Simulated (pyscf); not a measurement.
Optimised with ωB97X-D3(BJ)/def2-SVP in PySCF.

Q: For `[BH3]` + `[NH3]` -> `[BH2][NH2]` + `[H][H]`, a four-centre exchange (singlet surface; B–H, H–N broken, B–N, H–H formed), PBE/def2-TZVP gives ΔE‡ = -7.4 kJ/mol and ΔE = -144.8 kJ/mol (zero: the separated reactants). In which direction and how far do B3LYP-D3(BJ)/def2-TZVP, PBE0-D3(BJ)/def2-TZVP, ωB97M-D3(BJ)/def2-TZVP move these?

A: B3LYP-D3(BJ): ΔE‡ = 27.3 kJ/mol, ΔE = -139.1 kJ/mol; PBE0-D3(BJ): ΔE‡ = 2.3 kJ/mol, ΔE = -139.0 kJ/mol; ωB97M-D3(BJ): ΔE‡ = 24.1 kJ/mol, ΔE = -136.6 kJ/mol. PBE's barrier lies under all of them, by 9.8 to 34.7 kJ/mol. Its reaction energy lies under all of them, by 5.7 to 8.3 kJ/mol. On the reactant side the descent ends in an adduct with a B–N contact, 129.4 kJ/mol under the separated species and 156.8 kJ/mol under the saddle at ωB97X-D3(BJ)/def2-TZVP. At PBE the saddle lies under the separated reactants, which points to a path from their complex (located at ωB97X-D3(BJ) alone). What is counted as formed (B–N) is already present as a longer contact in the reactant adduct; forming that adduct is a step of its own. At the saddle there is also a short B–H contact that neither side keeps. One saddle was located; it need not be the lowest between these sides.
